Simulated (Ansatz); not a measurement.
The cluster B₃. Total charge 0; doublet. Geometry relaxed at PBE-D4/def2-TZVP.

Cartesian coordinates in Å:
```
B -0.060 0.896 0.004
B -0.314 -0.468 -0.700
B 0.373 -0.428 0.696
```

The structure comes from a short search, and lower isomers may exist.

**Question.** Estimate the harmonic wavenumbers at UKS PBE-D4/def2-TZVP (Ansatz, unscaled). Is this a minimum?

**Answer.** 939, 940, 1225 cm⁻¹. Yes, no mode is imaginary beyond noise. Zero-point energy 18.6 kJ/mol. It took 2.7 s on 4 threads of Arm Neoverse V1 on a shared host.
